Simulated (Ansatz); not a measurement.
A nudged elastic band was laid between two geometries of ClH + H6Si2 (10 atoms, charge 0, multiplicity 1).

These are results of RKS B3LYP/6-31G* in Ansatz, not measurements.

```
movable images  : 7
climbing image  : yes
spring          : 5.0 eV/Å²
optimiser       : quadratic models (default)
start path      : through a guess of the saddle point
force threshold : 0.05 eV/Å
iteration limit : 60
end points      : relaxed
```

Initial state:

```xyz
10
Properties=species:S:1:pos:R:3
Si 0.592 0.014 0.009
Si 0.313 0.027 2.344
H -1.134 -0.108 2.696
H 1.031 -1.111 2.982
H 0.800 1.298 2.946
H 2.031 0.179 -0.332
H -0.176 1.131 -0.604
H 0.109 -1.271 -0.565
Cl -4.227 -0.055 1.476
H -3.096 -0.104 2.102
```

Final state:

```xyz
10
Properties=species:S:1:pos:R:3
Si -0.631 0.177 -1.313
Si 0.005 -0.213 3.938
H -0.311 -0.627 5.330
H 1.087 -1.077 3.397
H 0.454 1.203 3.931
H 0.014 1.057 -0.311
H 0.041 0.315 -2.626
H -0.591 -1.234 -0.862
Cl -2.618 0.751 -1.520
H -1.208 -0.353 3.091
```

Q: Which bonds break or form, and what moves?

A: Bonds broken: Si1–Si2, Cl9–H10. Bonds formed: Si1–Cl9, Si2–H10. ClH + H6Si2 becomes ClH3Si + H4Si.

Q: Give the energies along the band, and the barrier.

A: It converged. The highest image is number 3 of 0 to 8, 1.86 eV above the first end and 2.82 eV above the last; the last end lies 0.96 eV below the first. Neighbouring images differ by up to 1.6 eV, so the band resolves the path poorly. A vibrational analysis at the climbing image gives one clearly imaginary mode, 862i cm⁻¹: a first-order saddle point. The orbitals stay closed-shell, which can raise the energy where a bond breaks towards radicals; this wasn't checked here.

```tsv
image	path coordinate (Å)	energy (eV)	Si1–Si2 (Å)	Cl9–H10 (Å)	Si1–Cl9 (Å)
0	0.00	0.00	2.35	1.29	5.04
1	1.18	0.01	2.35	1.29	4.13
2	2.36	0.33	2.38	1.31	3.38
3	3.53	1.86	2.62	1.83	2.73
4	4.76	0.27	3.27	2.23	2.16
5	5.99	-0.79	3.94	2.64	2.08
6	7.22	-0.95	4.49	3.33	2.08
7	8.45	-0.96	4.82	4.02	2.08
8	9.68	-0.96	5.30	4.95	2.08
```

Q: What is the geometry of the highest image?

A: 
```xyz
10
Properties=species:S:1:pos:R:3
Si -0.205 0.046 0.055
Si -0.062 -0.010 2.673
H -1.162 -0.125 3.656
H 0.850 -1.175 2.726
H 0.651 1.282 2.790
H 1.264 0.157 0.347
H -0.600 1.322 -0.561
H -0.393 -1.243 -0.628
Cl -2.869 -0.182 0.588
H -1.233 -0.072 1.407
```

The run took 10 min on 1 thread of Arm Neoverse V1, on a shared host, peak memory 0.14 GiB.
